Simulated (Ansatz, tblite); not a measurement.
**InCl2F: which spin state is lowest**

Is the singlet the ground state of InCl2F? Other spin states are computed and compared level by level.

Program: Ansatz 0.2.0, Gaussian basis. Level of theory: as each input shows. These are calculated values, not measurements.

The runs, in order: triplet, at the geometry of the singlet (GFN1-xTB, GFN2-xTB, PBE0-D4/def2-TZVP, PBE-D4/def2-TZVP, r2SCAN-D4/def2-TZVP); the singlet's energies come from earlier runs.

1 further run of the same task is left out (set aside as unsound or not needed).

### Step 1. The relaxed structure

The geometry is that of the singlet, from an earlier relaxation (r2SCAN-D4/def2-SVP).

4 atoms, charge 0, spin multiplicity 1.

Bond lengths: In1–Cl2 2.319 Å, In1–Cl3 2.319 Å, In1–F4 1.943 Å. Angles: Cl2–In1–Cl3 123.1°, Cl2–In1–F4 118.4°, Cl3–In1–F4 118.4°.

Geometry (Å):

```xyz
4

In   -0.0338   -0.0570    0.0002
Cl    2.2833   -0.1483    0.0140
Cl   -1.2236    1.9334   -0.0165
F    -1.0258   -1.7281    0.0023
```

In takes a core potential in the def2 sets. No spin-orbit coupling is included.

### Step 2. Triplet at the fixed geometry, GFN1-xTB

Tight binding, by tblite at 300 K electronic temperature and without a spin-polarisation term:

```python
tblite.interface.Calculator('GFN1-xTB', numbers, positions, charge=0, uhf=2).singlepoint()
```

Energy -411.0754 eV; 0.016 s.

### Step 3. Triplet at the fixed geometry, GFN2-xTB

Tight binding, by tblite at 300 K electronic temperature and without a spin-polarisation term:

```python
tblite.interface.Calculator('GFN2-xTB', numbers, positions, charge=0, uhf=2).singlepoint()
```

Energy -410.1113 eV; 0.011 s.

### Step 4. Triplet at the fixed geometry, PBE0-D4/def2-TZVP

Input file in.yaml:

```yaml
crystal:
  periodic: [false, false, false]
  atoms:
    - {symbol: In, position_ang: [-0.033841, -0.057008, 0.000195]}
    - {symbol: Cl, position_ang: [2.283292, -0.148272, 0.013999]}
    - {symbol: Cl, position_ang: [-1.223616, 1.933415, -0.016488]}
    - {symbol: F, position_ang: [-1.025835, -1.728135, 0.002293]}
basis:
  gaussian: {orbitals: def2-TZVP}
magnetization: {spin_polarized: true, initial_magnetization: 2}
hamiltonian: {xc: pbe0, dispersion: d4}
scf: {omitted_lower_state_checks: [starts]}
output: {orbitals: {seedname: orbitals}}
```

The run is started by

```
> ansatz run in.yaml --threads 4 --pin off --events-out ev --progress --plain --max-ram 3916MiB
```

What it wrote:

```text
Functional definition: PBE0
  name "PBE0"
  cite "Adamo & Barone, J. Chem. Phys. 110, 6158 (1999) doi:10.1063/1.478522"
  cite "Perdew, Burke & Ernzerhof, Phys. Rev. Lett. 77, 3865 (1996) doi:10.1103/PhysRevLett.77.3865"
  parent pbe
  parameter a = 0.25
  parameter kappa = 0.804
  parameter beta = 0.06672455060314922
  exchange = (1 - a)*pbe_x(kappa = kappa, mu = beta*pi^2/3) + a*exact_x
  correlation = pbe_c(beta = beta)
these checks for a lower state are left out or cut short: starts
1173 factors; their error is unknown
mean field evaluation 1: about -32922.5258 eV, gradient 3.2e1 eV
mean field evaluation 2: about -32866.2600 eV, gradient 1.2e2 eV
mean field evaluation 4: about -32925.8422 eV, gradient 4.7e0 eV
mean field evaluation 8: about -32925.9225 eV, gradient 1.3e-1 eV
mean field evaluation 16: about -32926.0579 eV, gradient 6.9e-3 eV
mean field evaluation 32: about -32926.0579 eV, gradient 3.4e-5 eV
mean field -32926.05790711 eV, -1210.0103100025 hartree, gradient 9.2e-6 eV, S^2 2.006968; 0 other end points of the search recorded, 0 dependent functions left out
reference -32926.05794587 eV, -1210.0103114271 hartree; 33, 31 occupied and 122, 124 virtual orbitals, 1173 factors
Total energy: -32926.14966032 eV, -1210.0136818710 hartree
Checks for a lower state left out: starts
```

It took 10 s on 4 threads of Intel Xeon at 2.70GHz, shared host; peak memory 0.79 GiB.

HOMO -4.99 eV, LUMO -8.07 eV (over both spins; with the spin held, an empty level of the minority spin lies below the top filled one); ⟨S²⟩ 2.007 (pure: 2.00).

### Step 5. Triplet at the fixed geometry, PBE-D4/def2-TZVP

start.molden holds the orbitals of an earlier run on this state, given as this run's starting guess.

in.yaml: that of step 4 with these lines changed.

```diff
@@ -8,5 +8,5 @@
 basis:
-  gaussian: {orbitals: def2-TZVP}
+  gaussian: {orbitals: def2-TZVP, initial_orbitals: start.molden}
 magnetization: {spin_polarized: true, initial_magnetization: 2}
-hamiltonian: {xc: pbe0, dispersion: d4}
+hamiltonian: {xc: pbe, dispersion: d4}
 scf: {omitted_lower_state_checks: [starts]}
```

The command is unchanged.

What it wrote:

```text
Functional definition: PBE
  name "PBE"
  cite "Perdew, Burke & Ernzerhof, Phys. Rev. Lett. 77, 3865 (1996) doi:10.1103/PhysRevLett.77.3865"
  parent pbe
  parameter kappa = 0.804
  parameter beta = 0.06672455060314922
  exchange = pbe_x(kappa = kappa, mu = beta*pi^2/3)
  correlation = pbe_c(beta = beta)
these checks for a lower state are left out or cut short: starts
1056 factors; their error is unknown
mean field evaluation 1: about -32924.5403 eV, gradient 9.3e0 eV
mean field evaluation 2: about -32924.7116 eV, gradient 1.7e0 eV
mean field evaluation 4: about -32924.7386 eV, gradient 3.0e-2 eV
mean field evaluation 8: about -32924.7327 eV, gradient 2.0e-5 eV
mean field evaluation 16: about -32924.7327 eV, gradient 1.4e-4 eV
mean field -32924.73265790 eV, -1209.9616079926 hartree, gradient 1.3e-6 eV, S^2 2.002160; 0 other end points of the search recorded, 0 dependent functions left out
reference -32924.73271227 eV, -1209.9616099907 hartree; 33, 31 occupied and 122, 124 virtual orbitals, 1056 factors
Total energy: -32924.83849585 eV, -1209.9654974655 hartree
Checks for a lower state left out: starts
```

Run time: 6 s. Hardware: 4 threads of Intel Xeon at 2.70GHz, shared host.

Report: HOMO -4.18 eV, LUMO -8.40 eV (over both spins; with the spin held, an empty level of the minority spin lies below the top filled one); ⟨S²⟩ 2.002 (pure: 2.00).

### Step 6. Triplet at the fixed geometry, r2SCAN-D4/def2-TZVP

in.yaml: that of step 5 with these lines changed.

```diff
@@ -10,3 +10,3 @@
 magnetization: {spin_polarized: true, initial_magnetization: 2}
-hamiltonian: {xc: pbe, dispersion: d4}
+hamiltonian: {xc: r2scan, dispersion: d4}
 scf: {omitted_lower_state_checks: [starts]}
```

Launched as before.

What it wrote, shortened:

```text
Functional definition: r2SCAN
  name "r2SCAN"
  cite "Furness, Kaplan, Ning, Perdew & Sun, J. Phys. Chem. Lett. 11, 8208 (2020) doi:10.1021/acs.jpclett.0c02405"
  cite "Furness, Kaplan, Ning, Perdew & Sun, J. Phys. Chem. Lett. 11, 9248 (2020) doi:10.1021/acs.jpclett.0c03077"
  parent r2scan
[...]
1056 factors; their error is unknown
[...]
mean field -32936.37427165 eV, -1210.3894294067 hartree, gradient 1.7e-6 eV, S^2 2.005455; 0 other end points of the search recorded, 0 dependent functions left out
reference -32936.37429040 eV, -1210.3894300958 hartree; 33, 31 occupied and 122, 124 virtual orbitals, 1056 factors
Total energy: -32936.39798110 eV, -1210.3903007129 hartree
Checks for a lower state left out: starts
```

Wall time 9.5 s (4 threads of Intel Xeon at 2.70GHz, shared host).

HOMO -4.33 eV, LUMO -8.57 eV (over both spins; with the spin held, an empty level of the minority spin lies below the top filled one); ⟨S²⟩ 2.005 (pure: 2.00).

### Step 7. Triplet less singlet, vertical

The singlet's energies are those of its earlier runs, whose logs aren't repeated here.

```csv
level,"triplet less singlet, vertical (eV)",time
GFN1-xTB,+4.276,0.022 s
GFN2-xTB,+3.043,0.016 s
PBE-D4/def2-TZVP,+4.195,7.8 s
r2SCAN-D4/def2-TZVP,+4.483,12 s
PBE0-D4/def2-TZVP,+4.731,12 s
```

Times add the two runs; a level without a time comes out of a correlated run. Tight binding without a spin term can't rank spin states.

### Step 8. What came out

| quantity | value |
| --- | --- |
| triplet less singlet, vertical, functionals in def2-TZVP | +4.195 (PBE-D4) to +4.731 eV (PBE0-D4) |

**Reading.** All functionals put the triplet above the singlet, over a spread of 0.536 eV. The checks for a lower triplet were left out, so another state of that spin may lie lower. These are electronic energies, without zero-point motion, entropy or surroundings.
